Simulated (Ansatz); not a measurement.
Born–Oppenheimer molecular dynamics of CH₄BO (7 atoms, charge 0, multiplicity 2). It starts at the highest image of a converged band, a first-order saddle point between two minima.

Theory: UKS PBE-D4/6-31G* (Ansatz 0.2.0).

- ensemble: NVE (velocity Verlet)
- time step: 0.5 fs
- steps asked: 200
- starting velocities drawn for: 300 K
- seed: 10013

First frame:

```xyz
7
Properties=species:S:1:pos:R:3
C -0.598 0.767 -0.251
B 0.458 -0.275 -0.219
O 1.397 -0.597 0.733
H -0.776 -0.732 -0.421
H -1.136 1.009 -1.174
H -0.969 1.286 0.650
H 1.685 -1.525 0.637
```

What does the run give?

The run went to its last step.

```
steps done                                               : 200
time covered                                             : 100 fs
mean temperature over the second half                    : 1033 K
spread of the potential energy over the second half      : 25.1 meV per atom
mean potential energy of the second half above the start : -67.7 meV per atom
```

The conserved energy stayed within 0.33 meV per atom of its start (net change 0.14 meV per atom), so the integration is sound. The system heated up, since it started high on the potential surface and ran downhill. A run of 0.1 ps of so small a system gives no equilibrium averages.

What happens to the structure?

The step under study would form B2–H4 and break C1–H4. These pairs go: B2–H4 1.33 → 2.28 Å, C1–H4 1.52 → 1.21 Å. In the last frame they stand as before the step (other bonds may differ from the relaxed reactants and products). It ends as one piece, CH4BO. Pairs count as bonded within 1.25 times the sum of covalent radii (0.12 Å more for H–H). Another seed would give other details.

How do temperature and energy run in time?


```json
{"time (fs)": "0.0", "T (K)": "300", "potential energy less start (eV)": "0.000", "conserved less start (meV/atom)": "0.00"}
{"time (fs)": "3.0", "T (K)": "194", "potential energy less start (eV)": "0.070", "conserved less start (meV/atom)": "0.15"}
{"time (fs)": "6.0", "T (K)": "267", "potential energy less start (eV)": "0.022", "conserved less start (meV/atom)": "0.05"}
{"time (fs)": "9.0", "T (K)": "409", "potential energy less start (eV)": "-0.069", "conserved less start (meV/atom)": "0.21"}
{"time (fs)": "12.0", "T (K)": "1030", "potential energy less start (eV)": "-0.472", "conserved less start (meV/atom)": "0.02"}
{"time (fs)": "15.0", "T (K)": "1566", "potential energy less start (eV)": "-0.818", "conserved less start (meV/atom)": "0.07"}
{"time (fs)": "18.0", "T (K)": "2002", "potential energy less start (eV)": "-1.100", "conserved less start (meV/atom)": "-0.06"}
{"time (fs)": "21.0", "T (K)": "2081", "potential energy less start (eV)": "-1.152", "conserved less start (meV/atom)": "-0.07"}
{"time (fs)": "24.0", "T (K)": "1758", "potential energy less start (eV)": "-0.944", "conserved less start (meV/atom)": "-0.16"}
{"time (fs)": "27.0", "T (K)": "1045", "potential energy less start (eV)": "-0.481", "conserved less start (meV/atom)": "0.12"}
{"time (fs)": "30.0", "T (K)": "701", "potential energy less start (eV)": "-0.259", "conserved less start (meV/atom)": "-0.03"}
{"time (fs)": "33.0", "T (K)": "671", "potential energy less start (eV)": "-0.240", "conserved less start (meV/atom)": "-0.03"}
{"time (fs)": "36.0", "T (K)": "926", "potential energy less start (eV)": "-0.404", "conserved less start (meV/atom)": "0.11"}
{"time (fs)": "39.0", "T (K)": "1512", "potential energy less start (eV)": "-0.784", "conserved less start (meV/atom)": "-0.18"}
{"time (fs)": "42.0", "T (K)": "1629", "potential energy less start (eV)": "-0.859", "conserved less start (meV/atom)": "-0.04"}
{"time (fs)": "45.0", "T (K)": "1530", "potential energy less start (eV)": "-0.796", "conserved less start (meV/atom)": "-0.14"}
{"time (fs)": "48.0", "T (K)": "1141", "potential energy less start (eV)": "-0.543", "conserved less start (meV/atom)": "0.12"}
{"time (fs)": "51.0", "T (K)": "1122", "potential energy less start (eV)": "-0.532", "conserved less start (meV/atom)": "-0.11"}
{"time (fs)": "54.0", "T (K)": "936", "potential energy less start (eV)": "-0.410", "conserved less start (meV/atom)": "0.15"}
{"time (fs)": "57.0", "T (K)": "1098", "potential energy less start (eV)": "-0.517", "conserved less start (meV/atom)": "-0.14"}
{"time (fs)": "60.0", "T (K)": "1065", "potential energy less start (eV)": "-0.493", "conserved less start (meV/atom)": "0.18"}
{"time (fs)": "63.0", "T (K)": "1574", "potential energy less start (eV)": "-0.826", "conserved less start (meV/atom)": "-0.31"}
{"time (fs)": "66.0", "T (K)": "1527", "potential energy less start (eV)": "-0.793", "conserved less start (meV/atom)": "0.00"}
{"time (fs)": "69.0", "T (K)": "1499", "potential energy less start (eV)": "-0.776", "conserved less start (meV/atom)": "-0.19"}
{"time (fs)": "72.0", "T (K)": "927", "potential energy less start (eV)": "-0.404", "conserved less start (meV/atom)": "0.26"}
{"time (fs)": "75.0", "T (K)": "1160", "potential energy less start (eV)": "-0.558", "conserved less start (meV/atom)": "-0.30"}
{"time (fs)": "78.0", "T (K)": "868", "potential energy less start (eV)": "-0.367", "conserved less start (meV/atom)": "0.10"}
{"time (fs)": "81.0", "T (K)": "798", "potential energy less start (eV)": "-0.323", "conserved less start (meV/atom)": "-0.18"}
{"time (fs)": "84.0", "T (K)": "576", "potential energy less start (eV)": "-0.178", "conserved less start (meV/atom)": "0.08"}
{"time (fs)": "87.0", "T (K)": "831", "potential energy less start (eV)": "-0.344", "conserved less start (meV/atom)": "-0.20"}
{"time (fs)": "90.0", "T (K)": "925", "potential energy less start (eV)": "-0.404", "conserved less start (meV/atom)": "-0.09"}
{"time (fs)": "93.0", "T (K)": "975", "potential energy less start (eV)": "-0.438", "conserved less start (meV/atom)": "-0.14"}
{"time (fs)": "96.0", "T (K)": "752", "potential energy less start (eV)": "-0.292", "conserved less start (meV/atom)": "0.02"}
{"time (fs)": "99.0", "T (K)": "931", "potential energy less start (eV)": "-0.409", "conserved less start (meV/atom)": "-0.17"}
```

The run took 2.8 min on 1 thread of Intel(R) Xeon(R) 6975P-C (Granite Rapids) (shared host), peak memory 0.21 GiB.
